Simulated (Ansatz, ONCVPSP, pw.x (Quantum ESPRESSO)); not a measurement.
## What a changed setting does to a pw.x run (bcc Re)

Potential: optimised norm-conserving Vanderbilt (ONCV), ONCVPSP 4.0.1.1 (patched build), PBEsol; core [Kr] 4d10 4f14, reference 5s2 5p6 5d5 6s2; waves: 5s+6s: rc 1.65 bohr, ncon 3, nbas 8, qcut 7.1 1/bohr, 2 projectors; 5p: rc 1.50 bohr, ncon 5, nbas 10, qcut 7.9 1/bohr, 2 projectors, debl 1.4 Ha; 5d: rc 2.30 bohr, ncon 3, nbas 7, qcut 8.1 1/bohr, 2 projectors, debl 3.1 Ha; f scattering state at 0.35 Ha: rc 2.15 bohr, ncon 4, nbas 8, qcut 5.1 1/bohr, 2 projectors, debl 2.6 Ha; local part: polynomial inside 1.50 bohr (lpopt 2, dvloc0 4 Ha); core correction: none. In the p channel the program set the typed energies aside and used -1.728, 0.250 Ha.

The reference run (k-mesh 15³, cutoffs 100/400 Ry, Fermi–Dirac 0.01 Ry, mixing_beta 0.4, conv_thr 1e-9, no spin) gives 0.74 GPa at 14.678 Å³/atom, where all-electron LAPW gives 0.85 GPa. This run, with its own iteration cap, changes smearing to gauss.

```
&control
  calculation='scf', prefix='x', pseudo_dir='./', outdir='./tmp', tstress=.true., disk_io='none'
/
&system
  ibrav=0, nat=1, ntyp=1, ecutwfc=100, ecutrho=400, nbnd=15,
  occupations='smearing', smearing='gauss', degauss=0.01
/
&electrons
  conv_thr=1e-09, mixing_beta=0.4, electron_maxstep=50
/
ATOMIC_SPECIES
Re 1.0 Re.UPF
CELL_PARAMETERS angstrom
  -1.54241875 1.54241875 1.54241875
  1.54241875 -1.54241875 1.54241875
  1.54241875 1.54241875 -1.54241875
ATOMIC_POSITIONS crystal
Re 0.0000 0.0000 0.0000
K_POINTS automatic
15 15 15 0 0 0
```

```bash
pw.x < Re.scf.in > Re.scf.out
```

Problem. How does the run end?

Solution. It converges in 7 iterations; the free energy moves by +31.4 meV/atom and the pressure by -0.41 GPa. Gaussian smearing of the same width is narrower in effect than Fermi–Dirac, so its quadratic term in F is smaller.

```
Message from routine setup:
     using ibrav=0 with symmetry is DISCOURAGED, use correct ibrav instead
     lattice parameter (alat)  =       5.0485  a.u.
     unit-cell volume          =      99.0521 (a.u.)^3
     number of electrons       =        15.00
     number of Kohn-Sham states=           15
     kinetic-energy cutoff     =     100.0000  Ry
     charge density cutoff     =     400.0000  Ry
     scf convergence threshold =      1.0E-09
     Exchange-correlation= PBESOL
     number of k points=   120  Gaussian smearing, width (Ry)=  0.0100
     iteration #  1     ecut=   100.00 Ry     beta= 0.40
     total energy              =    -159.16695290 Ry
     estimated scf accuracy    <       0.03914994 Ry
     iteration #  2     ecut=   100.00 Ry     beta= 0.40
     total energy              =    -159.16804835 Ry
     estimated scf accuracy    <       0.00529937 Ry
     iteration #  3     ecut=   100.00 Ry     beta= 0.40
     total energy              =    -159.16864451 Ry
     estimated scf accuracy    <       0.00038388 Ry
     iteration #  4     ecut=   100.00 Ry     beta= 0.40
     total energy              =    -159.16865771 Ry
     estimated scf accuracy    <       0.00000445 Ry
     iteration #  5     ecut=   100.00 Ry     beta= 0.40
     total energy              =    -159.16865888 Ry
     estimated scf accuracy    <       0.00000018 Ry
     iteration #  6     ecut=   100.00 Ry     beta= 0.40
     total energy              =    -159.16865890 Ry
     estimated scf accuracy    <          1.4E-09 Ry
     iteration #  7     ecut=   100.00 Ry     beta= 0.40
     the Fermi energy is    25.0062 ev
!    total energy              =    -159.16865890 Ry
     estimated scf accuracy    <          7.0E-11 Ry
     smearing contrib. (-TS)   =      -0.00095691 Ry
     The total energy is F=E-TS. E is the sum of the following terms:
     one-electron contribution =     -20.49302543 Ry
     hartree contribution      =      18.79256105 Ry
     xc contribution           =     -17.00445261 Ry
     ewald contribution        =    -140.46278499 Ry
     convergence has been achieved in   7 iterations
          total   stress  (Ry/bohr**3)                   (kbar)     P=        3.34
     Message from routine punch:
     Nothing written, as per user request (disk_io='none')
```

The run took about 74 s on one core of a shared host (Neoverse-N1, 64 threads, 124 GiB, load 58).
